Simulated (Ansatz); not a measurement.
The input, for Ansatz 0.2.0:

```yaml
crystal:
  periodic: [false, false, false]
  atoms:
    - {symbol: N, position_ang: [-0.018634, -0.665346, 1.935945]}
    - {symbol: Si, position_ang: [-0.019468, 0.397138, 0.631329]}
    - {symbol: P, position_ang: [0.028496, -0.118927, -1.479849]}
    - {symbol: H, position_ang: [-0.074281, 1.834523, 0.981314]}
basis:
  gaussian: {orbitals: cc-pVDZ}
magnetization: {spin_polarized: false, initial_magnetization: 3}
correlation: {method: mp2, electrons: valence}
```

```sh
$ ansatz run in.yaml --threads 1 --pin off --events-out ev --progress --plain --max-ram 2393MiB
```

The program prints:

```
555 factors; integrals over basis functions are off by at most 1.0e-3 eV
mean field evaluation 1: about -18620.2223 eV, gradient 3.9e1 eV
mean field evaluation 2: about -18620.2273 eV, gradient 3.9e1 eV
mean field evaluation 4: about -18625.6044 eV, gradient 2.0e1 eV
mean field evaluation 8: about -18628.2818 eV, gradient 6.1e-1 eV
mean field evaluation 16: about -18628.2911 eV, gradient 2.8e-6 eV
mean field evaluation 32: about -18628.3321 eV, gradient 3.3e-5 eV
mean field evaluation 64: about -18628.1330 eV, gradient 3.2e0 eV
mean field evaluation 96: about -18627.4817 eV, gradient 1.2e1 eV
mean field -18628.33205713 eV, -684.5785763627 hartree, gradient 1.8e-6 eV, S^2 3.750000; 10 other end points of the search recorded, 0 dependent functions left out
mean field evaluation 128: about -18629.3502 eV, gradient 9.5e-1 eV
11 core orbitals not correlated: weight in the atoms' cores, before any rotation towards them, 1.000 or more for the frozen orbitals, at most 0.000 for the correlated occupied ones
reference -18628.33205713 eV, -684.5785763627 hartree; 9, 6 occupied and 35, 38 virtual orbitals, 555 factors
second order -7.73434543 eV of doubles, -0.21314236 eV of singles
Total energy: -18636.27954492 eV, -684.8706411517 hartree
```

Ran on 1 thread of Intel Xeon, shared host: 11 s wall, 0.11 GiB peak host memory.
